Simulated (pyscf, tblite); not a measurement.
F–SiH₃ → F–SiH: [singlet] + hydrogen (H₂): energy along the mass-weighted descent from the GFN2-xTB saddle (tblite), relative to the relaxed reactant side.

```
s (amu^1/2 bohr) | E (kcal/mol)
    -4.47 |  0.0
    -3.96 |  1.1
    -2.52 | ######### 25.7
    -1.08 | ########################## 71.3
    0.360 | ############################## 83.4
     1.80 | ######################### 69.8
     2.65 | ######################## 66.0
     3.04 | ####################### 65.3
     3.26 | ####################### 65.0
     3.44 | ####################### 64.9
     3.60 | ####################### 64.8
```

Q: The GFN2-xTB barrier from the reactant side is 84.4 kcal/mol. What does ωB97X-D3(BJ) (PySCF) give from its own reactant-side minimum, in def2-SVP and in def2-TZVP?

A: 72.3 kcal/mol in the double-zeta basis after reoptimising the saddle, and 72.8 kcal/mol in the triple-zeta single point, so the tight-binding barrier lies 11.6 kcal/mol over the latter. The imaginary mode goes from 878i to 1316i cm⁻¹.
